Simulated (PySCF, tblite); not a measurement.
Complex of sulfur difluoride and fluoride

A gas-phase complex of sulfur difluoride and fluoride; charge -1, singlet. The structure comes from a short search (6 tight-binding starts) and was relaxed by PBE0-D3(BJ)/def2-TZVPD; another way of binding may lie lower. No frequency run checks that it is a minimum.

Parts: 1 = sulfur difluoride (FSF), atoms 1–3; 2 = fluoride ([F-]), atoms 4, charge -1.

```tsv
atom	part	x (Å)	y (Å)	z (Å)
F1	1	1.557	-1.101	-0.055
S2	1	0.214	0.099	0.030
F3	1	1.370	1.253	0.144
F4	2	-0.997	1.436	0.129
```

Contacts between parts, classed by geometry: S2···F4 1.806 Å (bond).

The parts are joined by the bond S2–F4, so these are energies of forming such bonds; deforming the relaxed parts to their shape in the adduct costs 14.4 kcal/mol, which the interaction energies leave out.

Interaction energies are complex less parts, with the parts frozen as they stand in it; counterpoise-corrected, in kcal/mol (PySCF). The CCSD(T) estimate is Hartree-Fock/aug-cc-pVQZ, plus the MP2 correlation part extrapolated as X⁻³ from aug-cc-pVTZ and aug-cc-pVQZ, plus CCSD(T) less MP2 in aug-cc-pVDZ; noble-gas cores are frozen. It isn't the exact limit.

Q: How strongly do the parts interact, level by level?

A: 
```csv
level,interaction,superposition error removed
Hartree-Fock/aug-cc-pVQZ,-59.07,-
wB97M-D3(BJ)/def2-TZVPD,-60.46,-0.18
PBE0-D3(BJ)/def2-TZVPD,-64.83,-0.21
MP2/aug-cc-pVQZ,-60.61,-0.91
"CCSD(T), estimated basis limit",-60.05,-
```

Q: What holds them together? Decompose the wB97M-D3(BJ)/def2-TZVPD energy: frozen parts, their antisymmetrised product, then relaxation.

A: electrostatic -131.6, Pauli repulsion +188.4, orbital relaxation -116.9, dispersion correction -0.6 kcal/mol, which sum to the value before the counterpoise correction; the Pauli term holds the exchange-correlation of the frozen density too. Of the attraction, 53 % is electrostatic, 47 % is orbital relaxation, 0 % is dispersion correction.

The parts were also relaxed and run alone, at the levels used for the complex: shieldings by PBE0/aug-pcSseg-2; core levels by delta-SCF with SCAN, aug-pcX-2 on the ionised atom and aug-pcseg-1 elsewhere, spin-free X2C (2p3/2 is the spin-free 2p value less a third of a first-order spin-orbit splitting).

Q: What does binding change?

A: 
```csv
property,alone,in the complex,change
shielding of S2 (ppm),-915.9,-588.4,+327.5
shielding of F4 (ppm),479.9,189.3,-290.6
S2 2p3/2 core level (eV),174.12,166.70,-7.43
F3 1s core level (eV),693.99,687.04,-6.94
F4 1s core level (eV),680.05,684.67,+4.62
```
